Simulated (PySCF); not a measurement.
Isomers of C2H3N. Isolated molecules, 0 K electronic values unless said otherwise. Strings in code marks are SMILES.

The numbers are results of PBE0-D3(BJ)/def2-TZVP (PySCF), not measurements. 

| species | dipole moment (D) | HOMO–LUMO gap (eV) | HOMO (eV) |
|---|---|---|---|
| `C(=N)=C` | 1.50 | 6.86 | -6.94 |
| `CC#N` | 4.02 | 10.33 | ? |
| `NC#C` | ? | 7.34 | -6.52 |
| `[C-]#[N+]C` | 3.89 | ? | -8.69 |

### Question
Complete the blanks.

### Answer

- `CC#N`, HOMO (eV): -9.47
- `NC#C`, dipole moment (D): 1.88
- `[C-]#[N+]C`, HOMO–LUMO gap (eV): 9.42
